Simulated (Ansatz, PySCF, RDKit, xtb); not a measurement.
**BHF: from the formula to a structure**

Only the formula BHF is given (odd number of electrons). Aim: find the structure of lowest free energy at 298.15 K, then its properties.

Plan: many cheap relaxations first (GFN2-xTB), then density-functional screening, relaxation at PBE-D3(BJ)/def2-SVP, vibrations and a final energy. The numbers are computed, not measured.

## (1) Possible bonding patterns

All bonding patterns within simple valence rules are listed by program: one Lewis structure each, at most two rings and one unusual centre or charged pair. O–O, O–halogen and N–halogen bonds and N–N–N chains are not drawn. That gives 1 candidate.

| label | SMILES | spin |
| --- | --- | --- |
| c205 | [BH]F | doublet |

Candidates are built by distance geometry, with a force field where one applies, in up to four conformers (letters a to d). 2 starts with atoms placed at random are added, to find patterns that the rules miss.

## (2) Cheap relaxation of all starts

All 3 starts are relaxed the same way. One of them, c087 (atoms placed at random), in full:

File start.xyz:

```xyz
3
c087
B      0.499060    -0.465920     0.644470
F     -1.225790    -0.697480     0.565640
H     -0.070340     0.092340     1.595330
```

Command:

```sh
$ xtb start.xyz --gfn 2 --opt --uhf 1
```

The log of the run, shortened:

```text
* xtb version 6.7.1
[...]
          :  # basis functions                   9          :
[...]
          :  # electrons                        11          :
[...]
          :  Hamiltonian                  GFN2-xTB          :
[...]
          :  net charge                          0          :
          :  unpaired electrons                  1          :
[...]
   *** convergence criteria satisfied after 13 iterations ***
[...]
   *** GEOMETRY OPTIMIZATION CONVERGED AFTER 9 ITERATIONS ***
[...]
   *** convergence criteria satisfied after 3 iterations ***
[...]
         ::                     SUMMARY                     ::
         :::::::::::::::::::::::::::::::::::::::::::::::::::::
         :: total energy              -6.417290761626 Eh    ::
         :: gradient norm              0.000247385548 Eh/a0 ::
         :: HOMO-LUMO gap              1.584257389914 eV    ::
         ::.................................................::
         :: SCC energy                -6.445664035938 Eh    ::
         :: -> isotropic ES            0.021705279410 Eh    ::
         :: -> anisotropic ES          0.000373475186 Eh    ::
         :: -> anisotropic XC         -0.001500906194 Eh    ::
         :: -> dispersion             -0.000464685180 Eh    ::
         :: repulsion energy           0.028373274312 Eh    ::
         :: add. restraining           0.000000000000 Eh    ::
         :: total charge              -0.000000000000 e     ::
         :::::::::::::::::::::::::::::::::::::::::::::::::::::
[...]
         6        1.0000           -0.3080538              -8.3826 (HOMO)
         7                         -0.2498334              -6.7983 (LUMO)
[...]
     #   Z          covCN         q      C6AA      α(0)
     1   5 B        1.659     0.298    35.933    12.633
     2   9 F        0.722    -0.219    11.447     3.995
     3   1 H        0.937    -0.078     4.859     3.447
[...]
     #   Z sym  total        # sym  WBO       # sym  WBO       # sym  WBO
 ---------------------------------------------------------------------------
     1   5 B    2.246 --     2 F    1.266     3 H    0.980
     2   9 F    1.278 --     1 B    1.266
     3   1 H    0.991 --     1 B    0.980
 ---------------------------------------------------------------------------
[...]
molecular dipole:
                 x           y           z       tot (Debye)
 q only:        0.484       0.051       0.001
   full:        0.181       0.060       0.063       0.511
molecular quadrupole (traceless):
[...]
          | TOTAL ENERGY               -6.417290761626 Eh   |
          | GRADIENT NORM               0.000247385548 Eh/α |
          | HOMO-LUMO GAP               1.584257389914 eV   |
           -------------------------------------------------
[...]
```

Run time: 0.089 s. Hardware: 1 thread of Intel Xeon at 2.50GHz (Skylake/Cascade Lake), shared host.

## (3) Distinct minima at GFN2-xTB

3 of the 3 relaxations converged; 2 ended on a minimum already found. 1 distinct structure remains:

| label | start | SMILES after | spin | energy (kcal/mol) |
| --- | --- | --- | --- | --- |
| c087 | random and drawn | [BH]F | doublet | 0.0 |

GFN2-xTB has no spin polarisation, so it can't rank spin states and is rough for open shells.

## (4) Single points on the low minima

A choice of the minima (the low ones first, few conformers of a pattern, up to a cap) and the lowest that fell apart get a single point at r2SCAN-D4/def2-SVP on the tight-binding geometry, and one at HF/STO-3G for comparison. The first, c087:

File input.yaml:

```yaml
basis:
  gaussian: {orbitals: def2-SVP}
crystal:
  periodic: [false, false, false]
  atoms:
    - {symbol: B, position_ang: [0.097415, -0.454253, 0.727061]}
    - {symbol: F, position_ang: [-1.111574, -0.807938, 0.377251]}
    - {symbol: H, position_ang: [0.217089, 0.191131, 1.701128]}
scf: {lower_state_search: off}
hamiltonian: {xc: {name: r2SCAN}, dispersion: d4}
magnetization: {spin_polarized: true, initial_magnetization: 1}
```

Command:

```sh
$ ansatz run input.yaml --threads 1 --pin off --max-ram 2610MiB --events-out events.jsonl --progress --plain --runs-dir runs
```

The log of the run, shortened:

```text
Warning: RAYON_NUM_THREADS=1 ignored (pool sized by the plan → 1); use --threads N
Functional definition: r2SCAN
  name "r2SCAN"
[...]
360 factors; their error is unknown
[...]
mean field -3403.90139914 eV, -125.0910691713 hartree, gradient 8.2e-6 eV, S^2 0.752090; 0 other end points of the search recorded, 0 dependent functions left out
reference -3403.90140760 eV, -125.0910694821 hartree; 8, 7 occupied and 25, 26 virtual orbitals, 360 factors
Total energy: -3403.90498751 eV, -125.0912010412 hartree
Checks for a lower state left out: stability, starts, cluster_reference, orbital_swaps, neighbouring_geometries, increment
```

Wall time 1.4 s (1 thread of Intel Xeon at 2.50GHz (Skylake/Cascade Lake), shared host).

Relative energies in kcal/mol, each column from its lowest structure that stays in one piece:

| label | SMILES | spin | GFN2-xTB | HF/STO-3G | r2SCAN-D4/def2-SVP |
| --- | --- | --- | --- | --- | --- |
| c087 | [BH]F | doublet | 0.0 | 0.0 | 0.0 |

## (5) Relaxing the best candidates

1 candidate is relaxed at PBE-D3(BJ)/def2-SVP (chosen among the lowest in one piece). The first, c087:

File input.yaml:

```yaml
crystal:
  periodic: [false, false, false]
  atoms:
    - symbol: B
      position_ang: [0.097415, -0.454253, 0.727061]
    - symbol: F
      position_ang: [-1.111574, -0.807938, 0.377251]
    - symbol: H
      position_ang: [0.217089, 0.191131, 1.701128]
basis:
  gaussian: {orbitals: def2-SVP}
magnetization: {spin_polarized: true, initial_magnetization: 1}
hamiltonian: {xc: pbe, dispersion: d3bj}
relax: {f_tol: 0.003}
```

Command:

```sh
$ ansatz run input.yaml --threads 1 --pin off --max-ram 2610MiB --events-out events.jsonl --progress --plain --runs-dir runs
```

The log of the run, shortened:

```text
Warning: RAYON_NUM_THREADS=1 ignored (pool sized by the plan → 1); use --threads N
[...]
Functional definition: PBE
  name "PBE"
[...]
360 factors; their error is unknown
[...]
mean field -3401.71734605 eV, -125.0108067006 hartree, gradient 1.8e-5 eV, S^2 0.751357; 0 other end points of the search recorded, 0 dependent functions left out
[...]
reference -3401.71737064 eV, -125.0108076042 hartree; 8, 7 occupied and 25, 26 virtual orbitals, 360 factors
relax step   1: F+E_penalty+E_count = -3401.73477044 eV  Δ(F+E_penalty+E_count) = +0.000e0 eV  max|allowed force component| = 1.064e0 eV/Å  Δτ_max = 0.0000 Å  (24 SCF iters, accepted)
[...]
relax step   4: F+E_penalty+E_count = -3401.77828253 eV  Δ(F+E_penalty+E_count) = +3.617e-4 eV  max|allowed force component| = 1.458e-1 eV/Å  Δτ_max = 0.0050 Å  (25 SCF iters, rejected (line search))
[...]
relax step   5: F+E_penalty+E_count = -3401.77867567 eV  Δ(F+E_penalty+E_count) = -3.148e-5 eV  max|allowed force component| = 8.905e-4 eV/Å  Δτ_max = 0.0010 Å  (19 SCF iters, accepted)
360 factors; their error is unknown
mean field -3401.76125460 eV, -125.0124203100 hartree, gradient 4.6e-5 eV, S^2 0.751400; 1 other end points of the search recorded, 0 dependent functions left out
[...]
reference -3401.76127945 eV, -125.0124212230 hartree; 8, 7 occupied and 25, 26 virtual orbitals, 360 factors
Total energy: -3401.77870051 eV, -125.0130614355 hartree
Atom 0 at     0.077386    -0.459523     0.722174 Å, force    -0.000799    -0.000662    -0.000890 eV/Å
Atom 1 at    -1.124730    -0.827230     0.349675 Å, force     0.000889     0.000363     0.000415 eV/Å
Atom 2 at     0.250274     0.215693     1.733591 Å, force    -0.000090     0.000299     0.000475 eV/Å
Dipole moment:    -0.031795     0.047376     0.078034 e Å
```

Wall time 7.5 s (1 thread of Intel Xeon at 2.50GHz (Skylake/Cascade Lake), shared host).

Energy change by step (eV): 0.0000, -0.0402, -0.0439, -0.0435, -0.0439.

After the run. Bond lengths: B1–F2 1.311 Å, B1–H3 1.228 Å. Angles: F2–B1–H3 121.1°.

## (6) After refinement

| label | spin | r2SCAN-D4/def2-SVP (kcal/mol) | PBE-D3(BJ)/def2-SVP, relaxed (kcal/mol) | time |
| --- | --- | --- | --- | --- |
| c087 | doublet | 0.0 | 0.0 | 7.5 s |

## (7) Harmonic analysis of the finalists

The lowest few in one piece go on as finalists. Harmonic vibrations at PBE-D3(BJ)/def2-SVP test each finalist and give the zero-point energy and the thermal terms. The first, c087:

File input.yaml:

```yaml
crystal:
  periodic: [false, false, false]
  atoms:
    - {symbol: B, position_ang: [0.077386, -0.459523, 0.722174]}
    - {symbol: F, position_ang: [-1.124730, -0.827230, 0.349675]}
    - {symbol: H, position_ang: [0.250274, 0.215693, 1.733591]}
basis:
  gaussian:
    orbitals: def2-SVP
magnetization:
  spin_polarized: true
  initial_magnetization: 1
hamiltonian:
  xc: pbe
  dispersion: d3bj
scf:
  lower_state_search: "off"
phonons: {}
```

Command:

```sh
$ ansatz run input.yaml --threads 1 --pin off --max-ram 2610MiB --events-out events.jsonl --progress --plain --runs-dir runs
```

The log of the run, shortened:

```text
Warning: RAYON_NUM_THREADS=1 ignored (pool sized by the plan → 1); use --threads N
[... 2 set-up lines as earlier in the session ...]
[...]
360 factors; their error is unknown
[...]
mean field -3401.76125349 eV, -125.0124202691 hartree, gradient 4.9e-6 eV, S^2 0.751400; 0 other end points of the search recorded, 0 dependent functions left out
[...]
reference -3401.76127843 eV, -125.0124211856 hartree; 8, 7 occupied and 25, 26 virtual orbitals, 360 factors
[...]
360 factors; their error is unknown
mean field -3401.76116493 eV, -125.0124170146 hartree, gradient 2.5e-6 eV, S^2 0.751395; 0 other end points of the search recorded, 0 dependent functions left out
[...]
reference -3401.76118986 eV, -125.0124179306 hartree; 8, 7 occupied and 25, 26 virtual orbitals, 360 factors
[...]
360 factors; their error is unknown
[...]
reference -3401.76127345 eV, -125.0124210026 hartree; 8, 7 occupied and 25, 26 virtual orbitals, 360 factors
[...]
360 factors; their error is unknown
[...]
mean field -3401.76124795 eV, -125.0124200656 hartree, gradient 5.1e-7 eV, S^2 0.751400; 0 other end points of the search recorded, 0 dependent functions left out
[...]
reference -3401.76127288 eV, -125.0124209819 hartree; 8, 7 occupied and 25, 26 virtual orbitals, 360 factors
Total energy: -3401.77869950 eV, -125.0130613980 hartree
Atom 0 at     0.077386    -0.459523     0.722174 Å, force    -0.000860    -0.000665    -0.000885 eV/Å
Atom 1 at    -1.124730    -0.827230     0.349675 Å, force     0.000926     0.000364     0.000411 eV/Å
Atom 2 at     0.250274     0.215693     1.733591 Å, force    -0.000066     0.000301     0.000474 eV/Å
Dipole moment:    -0.031795     0.047376     0.078034 e Å
Vibrations: 977.78 1319.46 2462.42 cm⁻¹, zero-point energy 0.295061 eV
Checks for a lower state left out: stability, starts, cluster_reference, orbital_swaps, neighbouring_geometries, increment
```

Wall time 10 s (1 thread of Intel Xeon at 2.50GHz (Skylake/Cascade Lake), shared host).

## (8) Thermal terms of the finalists

At 298.15 K and 1 atm, ideal gas, rigid rotor and harmonic oscillator:

| label | SMILES | spin | point group | lowest mode (cm⁻¹) | zero-point (kcal/mol) | G − E (kcal/mol) |
| --- | --- | --- | --- | --- | --- | --- |
| c087 | [BH]F | doublet | Cs | 978 | 6.8 | -7.1 |

## (9) Energies at the top level

Each finalist gets a single point at CCSD(T)/def2-TZVPP.

c087, CCSD(T)/def2-TZVPP:

File input.yaml:

```yaml
crystal:
  periodic: [false, false, false]
  atoms:
    - symbol: B
      position_ang: [0.077386, -0.459523, 0.722174]
    - symbol: F
      position_ang: [-1.124730, -0.827230, 0.349675]
    - symbol: H
      position_ang: [0.250274, 0.215693, 1.733591]
basis:
  gaussian: {orbitals: def2-TZVPP}
scf: {omitted_lower_state_checks: [cluster_reference]}
magnetization: {spin_polarized: true, initial_magnetization: 1}
correlation: {method: ccsd_t, frozen_orbitals: {B: 1, F: 1, H: 0}}
```

Command:

```sh
$ ansatz run input.yaml --threads 1 --pin off --max-ram 2610MiB --events-out events.jsonl --progress --plain --runs-dir runs
```

The log of the run, shortened:

```text
Warning: RAYON_NUM_THREADS=1 ignored (pool sized by the plan → 1); use --threads N
Functional definition: HF
  name "HF"
[...]
479 factors; integrals over basis functions are off by at most 1.6e-3 eV
[...]
mean field -3394.30966125 eV, -124.7385793051 hartree, gradient 1.7e-6 eV, S^2 0.753522; 0 other end points of the search recorded, 0 dependent functions left out
2 core orbitals not correlated: weight in the atoms' cores, before any rotation towards them, 1.000 or more for the frozen orbitals, at most 0.000 for the correlated occupied ones
reference -3394.30966125 eV, -124.7385793051 hartree; 6, 5 occupied and 68, 69 virtual orbitals, 479 factors
second order -8.85600668 eV of doubles, -0.00000000 eV of singles
cycle   1  -8.88043193 eV  change   -2.4e-2 eV  update   7.1e-2
[...]
cycle  10  -9.15513358 eV  change    1.1e-5 eV  update   9.5e-6
perturbative correction -0.26839727 eV, -0.0098634177 hartree
Total energy: -3403.73319210 eV, -125.0848876765 hartree
Checks for a lower state left out: cluster_reference
```

It took 6.9 s on 1 thread of Intel Xeon at 2.50GHz (Skylake/Cascade Lake), shared host.

## (10) Free energies and the winner

Energies in kcal/mol from c087; G adds the thermal terms to the CCSD(T)/def2-TZVPP energy. The columns left of the relaxed level are at the tight-binding geometries.

| label | SMILES | spin | GFN2-xTB | HF/STO-3G | r2SCAN-D4/def2-SVP | PBE-D3(BJ)/def2-SVP | HF/def2-TZVPP | MP2/def2-TZVPP | CCSD(T)/def2-TZVPP | G | share at equilibrium | T1 |
| --- | --- | --- | --- | --- | --- | --- | --- | --- | --- | --- | --- | --- |
| c087 | [BH]F | doublet | 0.0 | 0.0 | 0.0 | 0.0 | 0.0 | 0.0 | 0.0 | 0.0 | 100.0 % | 0.017 |

Lowest found: c087, `[BH]F`, a doublet of point group Cs. Bond lengths: B1–F2 1.311 Å, B1–H3 1.228 Å. Angles: F2–B1–H3 121.1°.

```xyz
3

B     0.0774   -0.4595    0.7222
F    -1.1247   -0.8272    0.3497
H     0.2503    0.2157    1.7336
```

## (11) Density, orbitals and dipole (PBE0/def2-TZVPD)

File input.yaml:

```yaml
crystal:
  periodic: [false, false, false]
  atoms:
    - {symbol: B, position_ang: [0.077386, -0.459523, 0.722174]}
    - {symbol: F, position_ang: [-1.124730, -0.827230, 0.349675]}
    - {symbol: H, position_ang: [0.250274, 0.215693, 1.733591]}
basis:
  gaussian:
    orbitals: def2-TZVPD
hamiltonian:
  xc: {name: PBE0}
output: {forces: true, orbitals: {seedname: orbitals}}
magnetization:
  spin_polarized: true
  initial_magnetization: 1
```

Command:

```sh
$ ansatz run input.yaml --threads 1 --pin off --max-ram 2610MiB --events-out events.jsonl --progress --plain --runs-dir runs
```

The log of the run, shortened:

```text
Warning: RAYON_NUM_THREADS=1 ignored (pool sized by the plan → 1); use --threads N
Functional definition: PBE0
  name "PBE0"
[...]
413 factors; their error is unknown
[...]
mean field -3406.08928334 eV, -125.1714724324 hartree, gradient 2.0e-5 eV, S^2 0.751982; 0 other end points of the search recorded, 0 dependent functions left out
[...]
reference -3406.08931458 eV, -125.1714735806 hartree; 8, 7 occupied and 78, 79 virtual orbitals, 413 factors
Total energy: -3406.08931458 eV, -125.1714735806 hartree
Atom 0 at     0.077386    -0.459523     0.722174 Å, force    -0.337263     0.110726     0.224693 eV/Å
Atom 1 at    -1.124730    -0.827230     0.349675 Å, force     0.433490     0.149256     0.159965 eV/Å
Atom 2 at     0.250274     0.215693     1.733591 Å, force    -0.096228    -0.259982    -0.384659 eV/Å
Dipole moment:     0.024427     0.070637     0.104788 e Å
```

Wall time 3.6 s (1 thread of Intel Xeon at 2.50GHz (Skylake/Cascade Lake), shared host).

## (12) Frequencies after a tight-binding relaxation (GFN2-xTB)

File start.xyz:

```xyz
3
c087
B      0.077386    -0.459523     0.722174
F     -1.124730    -0.827230     0.349675
H      0.250274     0.215693     1.733591
```

Command:

```sh
$ xtb start.xyz --gfn 2 --ohess tight --uhf 1
```

The log of the run, shortened:

```text
* xtb version 6.7.1
[...]
          :  # basis functions                   9          :
[...]
          :  # electrons                        11          :
[...]
          :  Hamiltonian                  GFN2-xTB          :
[...]
          :  net charge                          0          :
          :  unpaired electrons                  1          :
[...]
   *** convergence criteria satisfied after 10 iterations ***
[...]
   *** GEOMETRY OPTIMIZATION CONVERGED AFTER 5 ITERATIONS ***
[...]
   *** convergence criteria satisfied after 3 iterations ***
[...]
         ::                     SUMMARY                     ::
         :::::::::::::::::::::::::::::::::::::::::::::::::::::
         :: total energy              -6.417290807510 Eh    ::
         :: gradient norm              0.000050980173 Eh/a0 ::
         :: HOMO-LUMO gap              1.584349145661 eV    ::
         ::.................................................::
         :: SCC energy                -6.445638324062 Eh    ::
         :: -> isotropic ES            0.021709365984 Eh    ::
         :: -> anisotropic ES          0.000372673817 Eh    ::
         :: -> anisotropic XC         -0.001500232181 Eh    ::
         :: -> dispersion             -0.000464662345 Eh    ::
         :: repulsion energy           0.028347516553 Eh    ::
         :: add. restraining           0.000000000000 Eh    ::
         :: total charge              -0.000000000000 e     ::
         :::::::::::::::::::::::::::::::::::::::::::::::::::::
[...]
         6        1.0000           -0.3081150              -8.3842 (HOMO)
         7                         -0.2498912              -6.7999 (LUMO)
[...]
     #   Z          covCN         q      C6AA      α(0)
     1   5 B        1.659     0.298    35.932    12.632
     2   9 F        0.722    -0.220    11.447     3.995
     3   1 H        0.937    -0.078     4.858     3.446
[...]
molecular dipole:
                 x           y           z       tot (Debye)
 q only:        0.484       0.051       0.001
   full:        0.182       0.060       0.063       0.512
molecular quadrupole (traceless):
[...]
          | TOTAL ENERGY               -6.417290807510 Eh   |
          | TOTAL ENTHALPY             -6.402496886220 Eh   |
          | TOTAL FREE ENERGY          -6.427733580205 Eh   |
          | GRADIENT NORM               0.000050984505 Eh/α |
[...]
```

It took 0.14 s on 1 thread of Intel Xeon at 2.50GHz (Skylake/Cascade Lake), shared host.

## (13) Electronic excitations (TD-PBE0/def2-SVPD)

File input.xyz:

```xyz
3
BFH
B      0.077386    -0.459523     0.722174
F     -1.124730    -0.827230     0.349675
H      0.250274     0.215693     1.733591
```

File run.py:

```python
# [BH]F
from pyscf import gto, dft, tdscf

mol = gto.Mole()
mol.atom = 'input.xyz'
mol.basis = 'def2-svpd'
mol.max_memory = 1860
mol.spin = 1
mol.verbose = 3
mol.build()

ks = dft.UKS(mol)
ks.xc = 'pbe0'
ks = ks.density_fit(auxbasis='def2-universal-jkfit')
ks.grids.level = 2
ks.max_cycle = 100
ks.kernel()
if not ks.converged:
    ks = ks.newton().run(ks.mo_coeff, ks.mo_occ)

e_tot = ks.e_tot
print(f'total energy: {e_tot:.8f} hartree')

td = ks.TDA()
td.nstates = 5
td.kernel()
td.analyze()
roots = td.e * 27.211386
osc = td.oscillator_strength()
print('state   eV      nm      f')
for i, (w, f) in enumerate(zip(roots, osc), 1):
    print('%3d %9.4f %8.1f %9.5f' % (i, w, 1239.842 / w, f))
```

Command:

```sh
$ OMP_NUM_THREADS=1 python run.py
```

The log of the run:

```text
WARN: HOMO -0.147274497946346 >= LUMO -0.147274497946346

converged SCF energy = -125.026085327116  <S^2> = 0.75174471  2S+1 = 2.0017439
total energy: -125.02608533 hartree
Excitation energies (eV)
[2.3219835  5.7655352  6.68219017 7.36959461 7.67841051]

** Excitation energies and oscillator strengths **
state   eV      nm      f
  1    2.3220    534.0   0.01148
  2    5.7655    215.0   0.04849
  3    6.6822    185.5   0.01972
  4    7.3696    168.2   0.00006
  5    7.6784    161.5   0.02588
```

Run time: 35 s. Hardware: 1 thread of Intel Xeon at 2.50GHz (Skylake/Cascade Lake), shared host.

The roots found:

| excited state | energy (eV) | strength |
| --- | --- | --- |
| 1 | 2.322 | 0.0115 |
| 2 | 5.766 | 0.0485 |
| 3 | 6.682 | 0.0197 |
| 4 | 7.370 | 0.0001 |
| 5 | 7.678 | 0.0259 |

(Part 1 of 2 ends here.)
